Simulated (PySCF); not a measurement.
## S: ionisation energy

S [Ne] 3s2 3p4 (3P) → S⁺ [Ne] 3s2 3p3 (4S), as a difference of total energies. All numbers are calculated (PySCF 2.14, the non-relativistic Hamiltonian (point nucleus), in aug-cc-pV(5+d)Z). Correlated levels: valence: [Ne] frozen. The calculations carry no spin-orbit coupling.

Task: Order these methods by the ionisation energy they give, lowest first.
A. MN15
B. UHF
C. LDA
D. PBE0

Result: B (9.237 eV), A (10.363 eV), D (10.404 eV), C (10.567 eV).

For comparison: 10.336 eV (measured; NIST levels, between the centres of gravity of the two terms).
